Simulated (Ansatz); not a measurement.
Two isomers of C8H18: A = `CCC(C)(C)C(C)C`, B = `CC(C)CC(C)(C)C`.

Gas-phase electronic energies from Ansatz, PBE0-D4/def2-TZVP geometries. CCSD(T)/CBS adds triple-zeta CCSD(T) − MP2 to the extrapolated MP2 energy (def2 sets, frozen cores). DFT in def2-TZVPP. B3LYP here is the variant with VWN-RPA as its local correlation; programs differ in this. One conformer a species, not always the lowest.

A:

```xyz
26

C    -0.3023   -1.4587    1.9850
C    -1.0172   -1.0703    0.7013
C    -0.1592   -0.4045   -0.3901
C     0.8741   -1.4148   -0.8912
C    -1.0902   -0.0562   -1.5500
C     0.5645    0.8510    0.1625
C     1.4235    1.5669   -0.8744
C    -0.3727    1.8590    0.8173
H    -0.9874   -1.9759    2.6609
H     0.5374   -2.1316    1.7964
H     0.0846   -0.5883    2.5199
H    -1.4643   -1.9678    0.2587
H    -1.8593   -0.4135    0.9422
H     1.6379   -1.6230   -0.1376
H     0.3885   -2.3609   -1.1472
H     1.3835   -1.0589   -1.7885
H    -1.8673    0.6510   -1.2497
H    -1.5922   -0.9584   -1.9108
H    -0.5465    0.3739   -2.3938
H     1.2468    0.4861    0.9406
H     1.9758    2.3833   -0.4022
H     2.1557    0.9057   -1.3403
H     0.8130    2.0075   -1.6671
H    -1.0886    2.2666    0.0983
H    -0.9382    1.4304    1.6464
H     0.2001    2.7014    1.2135
```

B:

Z-matrix (Å, degrees):
```
C
C 1 1.523
H 1 1.090 2 112.5
H 1 1.093 2 110.4 3 119.8
H 1 1.095 2 111.0 3 -121.0
C 2 1.530 1 114.8 3 68.4
C 2 1.524 1 109.7 3 -168.8
H 2 1.097 1 107.9 3 -52.1
C 6 1.541 2 120.3 1 -63.1
H 6 1.097 2 106.4 1 175.3
H 6 1.099 2 108.5 1 62.2
H 7 1.095 2 110.7 1 -62.5
H 7 1.093 2 111.5 1 177.7
H 7 1.093 2 111.2 1 57.1
C 9 1.529 6 112.2 2 80.7
C 9 1.526 6 111.2 2 -42.7
C 9 1.529 6 107.2 2 -161.4
H 15 1.094 9 110.7 6 56.0
H 15 1.090 9 112.7 6 -64.8
H 15 1.094 9 110.2 6 175.0
H 16 1.094 9 110.4 6 -174.0
H 16 1.093 9 111.9 6 66.2
H 16 1.094 9 111.2 6 -54.5
H 17 1.094 9 111.0 6 -177.1
H 17 1.094 9 110.9 6 -57.3
H 17 1.094 9 111.1 6 62.7
```

Q: Which isomer does CCSD(T)/CBS put lower? Give the gap. (Estimate.)

A: The calculation gave: B, by 0.8 kJ/mol. So small a gap doesn't settle the order.

Q: Give E(B) − E(A) in kJ/mol with PBE-D4, CCSD(T)/def2-SVP, B3LYP, r2SCAN-D4, CCSD/def2-TZVPP, LDA (SPW92), B2PLYP. (An estimate is asked.)

A: Computed: PBE-D4 -1.9, CCSD(T)/def2-SVP -1.6, B3LYP -7.4, r2SCAN-D4 -2.1, CCSD/def2-TZVPP -2.3, LDA (SPW92) 1.7, B2PLYP -4.5. The order is the other way round with LDA (SPW92).

Largest T1 diagnostic: 0.009.

The D4 term adds +5.1 kJ/mol with B3LYP and +2.9 kJ/mol with PBE0; it sums over pairs of atoms, weighted by their polarisabilities, and B3LYP, whose exchange is more repulsive, gets the larger term. Leaving LDA and LC-ωPBE aside and taking each functional with its dispersion term where it has one, the values, not all of them listed here, spread over 4.3 kJ/mol, from B2PLYP to revPBE-D4. LDA lies +6.9 kJ/mol from PBE without D4.
